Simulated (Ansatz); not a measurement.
Ideal-gas functions of CH4SSi (`C1[SiH2]S1`) at 500 K and 1 bar, from an Ansatz frequency run at PBE0-D4/def2-TZVP.

Molar mass 76.2 g/mol, point group Cs (symmetry number 1), electronic degeneracy 1, moments of inertia 35.852, 76.415, 102.797 u Å². Harmonic wavenumbers (cm⁻¹, unscaled): 506, 534, 571, 580, 685, 810, 813, 960, 964, 1009, 1422, 2254, 2270, 3127, 3211.

Use S(trans) = R[1.5 ln M + 2.5 ln T − 1.1517]; rotational temperatures θ = 24.2544 K / I; S(rot) = R[ln(√π/σ · √(T³/θAθBθC)) + 1.5]; for each mode x = 1.438777 ν̃/T, S = R[x/(eˣ − 1) − ln(1 − e⁻ˣ)] and H = RT x/(eˣ − 1); 1 cm⁻¹ = 0.0119627 kJ/mol; R = 8.31446 J/(mol·K).

**Question.** By hand: the entropy, in J/(mol·K).

**Answer.** Translation 173.6. Rotation: θ = 0.6765, 0.3174, 0.2359 K, giving 107.1. Vibration, mode by mode: 5.89, 5.52, 5.06, 4.96, 3.90, 2.94, 2.92, 2.09, 2.07, 1.87, 0.72, 0.10, 0.09, 0.01, 0.01, in all 38.1. Electronic 0.0. Sum 318.8 J/(mol·K).

**Question.** By hand: H − E and G − E in kJ/mol, counted from the electronic energy.

**Answer.** Zero-point energy ½ × 19716 × 0.0119627 = 117.9; thermal vibration 12.9; translation, rotation and pV give 4 RT = 16.6. H − E = 147.4 kJ/mol, and G − E = 147.4 − 500 × 318.8/1000 = -12.0 kJ/mol.

Vibration gives 12 % of the entropy.
